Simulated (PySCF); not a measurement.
Boranylsilane, BH5Si.
Bonds: B1–Si2. Hydrogens: H3, H4 on B1; H5, H6, H7 on Si2.

Theory: EOM-EE-CCSD/aug-cc-pVDZ in PySCF, restricted Hartree–Fock reference, 6 core orbitals frozen, non-relativistic, gas phase, PBE0-D3(BJ)/def2-SVP geometry.

Question: Give the EOM-CCSD singlets and triplets.

Answer: 
```csv
state,E (eV),λ (nm),"main singles (HF orbitals, share of the singles part)"
singlet 1,4.42,281,"HOMO→LUMO 69 %, HOMO→LUMO+9 14 %, HOMO→LUMO+7 10 %"
singlet 2,5.60,221,"HOMO-1→LUMO 40 %, HOMO-3→LUMO 28 %, HOMO-1→LUMO+9 8 %"
singlet 3,7.15,173,"HOMO-2→LUMO 73 %, HOMO-2→LUMO+9 11 %, HOMO-2→LUMO+7 10 %"
singlet 4,7.18,173,"HOMO-3→LUMO 41 %, HOMO-1→LUMO 32 %"
triplet 1,3.58,346,"HOMO→LUMO 65 %, HOMO→LUMO+9 16 %, HOMO→LUMO+7 12 %"
triplet 2,5.02,247,"HOMO-3→LUMO 33 %, HOMO-1→LUMO 32 %, HOMO-3→LUMO+9 9 %"
```

Question: What is the vertical gap between the lowest excited singlet and the lowest triplet?

Answer: 4.42 − 3.58 = 0.84 eV (81 kJ/mol). Both are led by HOMO→LUMO.

The first EOM-IP-CCSD ionisation energy is 10.87 eV, 3.69 eV above the highest singlet listed and 6.45 eV above the lowest.

T1 diagnostic 0.012. EOM-CCSD puts states of mainly double-excitation character too high. An iterative search for so few roots can pass over a low state.
